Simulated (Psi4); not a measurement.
Exact exchange and the vertical electron affinity of [CF3]+

[CF3]+ has 4 atoms, charge +1, and is taken as a singlet. SMILES: `F[C+](F)F`. Geometry: relaxed at PBE0-D4/def2-TZVP.

The vertical electron affinity (to the doublet neutral) y, in eV, basis def2-SVPD; a is the functional's share of exact exchange. Programs: Psi4 1.11.

| functional | program | a | y (eV) |
| --- | --- | --- | --- |
| BLYP | Psi4 | 0 | 7.10 |
| revPBE | Psi4 | 0 | 7.05 |
| TPSSh | Psi4 | 0.1 | 7.29 |
| B3LYP | Psi4 | 0.2 | 7.50 |
| PBE0 | Psi4 | 0.25 | ? |
| BHLYP | Psi4 | 0.5 | 7.65 |

Problem. Fit y = c + s·a to the known rows and predict PBE0.

Solution. 
1. Means of the 5 rows: a = 0.1600, y = 7.318.
2. Σ(Δa)² = 0.172, Σ(Δa·Δy) = 0.1996, so the slope is 0.1996/0.172 = 1.1605.
3. Intercept: 7.318 − (1.1605) × 0.1600 = 7.132. The largest residual of the fit is 0.14.
4. PBE0: 7.132 + (1.1605) × 0.25 = 7.42 eV.

The run gave 7.44 eV, so the prediction is off by -0.02 eV, within the largest residual.
